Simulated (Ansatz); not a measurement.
N$_{2}$H, doublet: reading a ladder of total energies

Geometry: a point of a bend scan, not a stationary point.

```yaml
atoms:
  - { symbol: N, position_ang: [0.0000, -0.0170, 0.5345] }
  - { symbol: N, position_ang: [0.0000, -0.0319, -0.6301] }
  - { symbol: H, position_ang: [0.0000, 0.6794, 1.3290] }
```

Basis cc-pVDZ; Ansatz 0.2.0. Correlated methods freeze the noble-gas cores, which leaves 11 electrons in 31 orbitals. Prefix R: restricted or restricted open-shell reference; prefix U: unrestricted.

Full CI isn't at hand for all of this; UCCSDT(Q) serves as the reference, and is uncertain by about the last step of the cluster series.

Runs differ by some tens of microhartree through their thresholds and, for an open shell, their frozen cores, so steps under 0.03 kcal/mol mean nothing.

```
    level  total energy (hartree)
      UHF             -109.421455
     UMP2             -109.718227
    UCCSD             -109.738832
 UCCSD(T)             -109.750097
   UCCSDT             -109.750760
UCCSDT(Q)             -109.752111
```

**Question.** What is the correlation energy at UCCSDT(Q), and what share of it do UMP2 and UCCSDT recover?

**Answer.** E(corr) = -109.752111 − (-109.421455) = -0.330656 hartree = -8.998 eV. UMP2: -0.296772 / -0.330656 = 89.75 %. UCCSDT: -0.329305 / -0.330656 = 99.59 %.

**Question.** By how many kcal/mol does UCCSD(T) miss UCCSDT(Q) (1 hartree = 627.509 kcal/mol), and which steps make up the rest?

**Answer.** -109.750097 − (-109.752111) = 0.002014 hartree = 1.26 kcal/mol. Steps: UCCSDT − UCCSD(T) = -0.42, UCCSDT(Q) − UCCSDT = -0.85 kcal/mol. Differences between like states or geometries often cancel part of this.
